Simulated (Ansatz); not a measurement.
CH4FSi (SMILES [CH2][SiH2]F): the energy to break a bond

CH4FSi: 7 atoms, total charge 0, spin state doublet. As SMILES, `[CH2][SiH2]F`. The shape was relaxed beforehand at B3LYP/def2-SVP. This is one conformer, not always the lowest.

```xyz
7

C    -0.8777    0.2853   -0.6195
Si    0.5946   -0.1558    0.3964
F     0.6590   -1.7773    0.5579
H    -1.5466   -0.4694   -1.0488
H    -1.1475    1.3243   -0.8435
H     0.5159    0.4377    1.7626
H     1.8637    0.2873   -0.2507
```

Wanted: the dissociation energy of the Si2–C1 bond into doublet SiH2F and singlet CH2 (shapes relaxed at B3LYP/def2-SVP, no zero-point term). 1 Eh = 2625.50 kJ/mol = 27.2114 eV. Totals in Eh; open shells run unrestricted unless said.

| level | program | CH4FSi | doublet SiH2F | singlet CH2 |
| --- | --- | --- | --- | --- |
| UHF/def2-TZVP | Ansatz | -428.665839 | -389.604275 | -38.892064 |
| U-wB97M-V/def2-TZVP | Ansatz | -429.841471 | -390.532932 | -39.122114 |
| UB2PLYP/def2-TZVP, 7 core orbitals frozen | Ansatz | -429.702382 | -390.412310 | -39.104809 |

Task: Work out the dissociation energy at each level.

Result: 
1. UHF/def2-TZVP: (-389.604275) + (-38.892064) − (-428.665839) = 0.169500 Eh = 445.0 kJ/mol = 4.61 eV.
2. U-wB97M-V/def2-TZVP: (-390.532932) + (-39.122114) − (-429.841471) = 0.186425 Eh = 489.5 kJ/mol = 5.07 eV.
3. UB2PLYP/def2-TZVP: (-390.412310) + (-39.104809) − (-429.702382) = 0.185263 Eh = 486.4 kJ/mol = 5.04 eV.

The levels span 445 to 489 kJ/mol; no measured value is set beside them. Hartree–Fock lacks the correlation of the bonding electrons, so it comes out low. A fragment with an even electron count was run as a singlet and may have a lower triplet. A bond enthalpy at 298 K also holds the loss of zero-point energy and thermal terms.
